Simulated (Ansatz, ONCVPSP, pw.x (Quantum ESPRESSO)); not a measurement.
**pw.x on bcc W: one setting changed**

Potential: optimised norm-conserving Vanderbilt (ONCV), ONCVPSP 4.0.1.1 (patched build), PBE; core [Kr] 4d10 4f14, reference 5s2 5p6 5d4 6s2; waves: 5s+6s: rc 1.50 bohr, ncon 3, nbas 7, qcut 7.6 1/bohr, 2 projectors; 5p: rc 1.46 bohr, ncon 3, nbas 6, qcut 9.7 1/bohr, 2 projectors, debl 1.4 Ha; 5d: rc 2.26 bohr, ncon 4, nbas 9, qcut 6.7 1/bohr, 1 projector; local part: polynomial inside 0.98 bohr (lpopt 2, dvloc0 0 Ha); core correction: none. In the p channel the program set the typed energies aside and used -1.588, 0.250 Ha.

The reference run (k-mesh 14³, cutoffs 90/360 Ry, Fermi–Dirac 0.01 Ry, mixing_beta 0.4, conv_thr 1e-9, no spin) gives -3.26 GPa at 16.130 Å³/atom, where all-electron LAPW gives 0.30 GPa. This run, with its own iteration cap, changes mixing_ndim to 16.

```
&control
  calculation='scf', prefix='x', pseudo_dir='./', outdir='./tmp', tstress=.true., disk_io='none'
/
&system
  ibrav=0, nat=1, ntyp=1, ecutwfc=90, ecutrho=360, nbnd=15,
  occupations='smearing', smearing='fd', degauss=0.01
/
&electrons
  conv_thr=1e-09, mixing_beta=0.4, electron_maxstep=70, mixing_ndim=16
/
ATOMIC_SPECIES
W 1.0 W.UPF
CELL_PARAMETERS angstrom
  -1.59168867 1.59168867 1.59168867
  1.59168867 -1.59168867 1.59168867
  1.59168867 1.59168867 -1.59168867
ATOMIC_POSITIONS crystal
W 0.0000 0.0000 0.0000
K_POINTS automatic
14 14 14 0 0 0
```

```bash
pw.x < W.scf.in > W.scf.out
```

Q: How does the run end?

A: It converges in 7 iterations; the free energy moves by +0.0 meV/atom and the pressure by +0.00 GPa. The result is that of the reference run.

```
Message from routine setup:
     using ibrav=0 with symmetry is DISCOURAGED, use correct ibrav instead
     lattice parameter (alat)  =       5.2098  a.u.
     unit-cell volume          =     108.8506 (a.u.)^3
     number of electrons       =        14.00
     number of Kohn-Sham states=           15
     kinetic-energy cutoff     =      90.0000  Ry
     charge density cutoff     =     360.0000  Ry
     scf convergence threshold =      1.0E-09
     Exchange-correlation= PBE
     number of k points=   104  Fermi-Dirac smearing, width (Ry)=  0.0100
     iteration #  1     ecut=    90.00 Ry     beta= 0.40
     total energy              =    -136.41545605 Ry
     estimated scf accuracy    <       0.04065120 Ry
     iteration #  2     ecut=    90.00 Ry     beta= 0.40
     total energy              =    -136.41617724 Ry
     estimated scf accuracy    <       0.00640863 Ry
     iteration #  3     ecut=    90.00 Ry     beta= 0.40
     total energy              =    -136.41705733 Ry
     estimated scf accuracy    <       0.00040557 Ry
     iteration #  4     ecut=    90.00 Ry     beta= 0.40
     total energy              =    -136.41707776 Ry
     estimated scf accuracy    <       0.00000841 Ry
     iteration #  5     ecut=    90.00 Ry     beta= 0.40
     total energy              =    -136.41708030 Ry
     estimated scf accuracy    <       0.00000011 Ry
     iteration #  6     ecut=    90.00 Ry     beta= 0.40
     total energy              =    -136.41708035 Ry
     estimated scf accuracy    <          5.9E-09 Ry
     iteration #  7     ecut=    90.00 Ry     beta= 0.40
     the Fermi energy is    22.1445 ev
!    total energy              =    -136.41708035 Ry
     estimated scf accuracy    <          6.9E-10 Ry
     smearing contrib. (-TS)   =      -0.00245506 Ry
     The total energy is F=E-TS. E is the sum of the following terms:
     one-electron contribution =     -18.48989610 Ry
     hartree contribution      =      15.99965093 Ry
     xc contribution           =     -15.35323904 Ry
     ewald contribution        =    -118.57114108 Ry
     convergence has been achieved in   7 iterations
          total   stress  (Ry/bohr**3)                   (kbar)     P=      -32.60
     Message from routine punch:
     Nothing written, as per user request (disk_io='none')
```

The run took about 18 s on one core of a shared host (Intel(R) Xeon(R) Platinum 8488C, 96 threads, 372 GiB, load 39).
